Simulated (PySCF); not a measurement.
Species: methylcyclopentane, C6H12.
Numbering: `[CH3:1][CH:2]1[CH2:3][CH2:4][CH2:5][CH2:6]1` (hydrogens: H7, H8, H9 on C1; H10 on C2; H11, H12 on C3; H13, H14 on C4; H15, H16 on C5; H17, H18 on C6)

Geometry (PBE0-D3(BJ)/def2-SVP, Å), atoms numbered from 1 in this order:
```xyz
18
C6H12 angstrom
C      2.0243    0.5464   -0.1797
C      0.6406    0.1199    0.2720
C     -0.4786    1.1125   -0.0496
C     -1.7796    0.3143    0.1256
C     -1.3796   -1.1742   -0.0292
C      0.1141   -1.1640   -0.3706
H      2.3348    1.4875    0.3007
H      2.0472    0.7062   -1.2709
H      2.7812   -0.2166    0.0607
H      0.6548   -0.0336    1.3686
H     -0.4392    2.0219    0.5703
H     -0.3670    1.4375   -1.0993
H     -2.5448    0.6190   -0.6042
H     -2.2158    0.4942    1.1204
H     -1.5462   -1.7138    0.9164
H     -1.9773   -1.6955   -0.7919
H      0.2601   -1.0980   -1.4639
H      0.6439   -2.0680   -0.0309
```

Level: wB97X-D/def2-SVPD in PySCF, non-relativistic, on one gas-phase PBE0-D3(BJ)/def2-SVP geometry that isn't relaxed in the solvent. The solvent is an IEF-PCM continuum (cavity from Bondi-type radii × 1.2), and excitations are vertical TDDFT with non-equilibrium linear response and a frozen core. The model holds no explicit solvent molecules, cavitation or dispersion.

```
run  E − E(gas) (kcal/mol)  HOMO (eV)  HOMO–LUMO gap (eV)  dipole (D)  lowest singlet (eV)  static polarisability (au)
gas                   0.00     -10.57               13.01        0.09                 8.72                        70.4
  P                  -0.42     -10.47               13.01        0.11                 8.69                        87.5
  Q                  -0.59     -10.45               13.02        0.11                 8.70                        96.7
```

Q: The runs were made in chloroform and water. Which run belongs to which solvent?

A: P = chloroform, Q = water. The dielectric constants are 4.711 (chloroform), 78.36 (water), and the energy falls further as ε rises. The optical constants n² used for the excitations are 2.09, 1.78 in the same order. In this model the ground state sees the solvent through ε alone.

Q: How constant is the ratio of the lowering to (ε − 1)/(2ε + 1)?

A: 
```csv
solvent,(ε − 1)/(2ε + 1),E − E(gas) (kcal/mol),ratio (kcal/mol),polarisation term (kcal/mol)
chloroform,0.356,-0.42,-1.2,-0.43
water,0.490,-0.59,-1.2,-0.62
```

The ratio changes by +3.2 % in size from chloroform to water. The polarisation term is half the interaction of the solute with the induced surface charges.

Note: wB97X-D ran without an empirical dispersion term, which enters the total energy and its gradient alone.
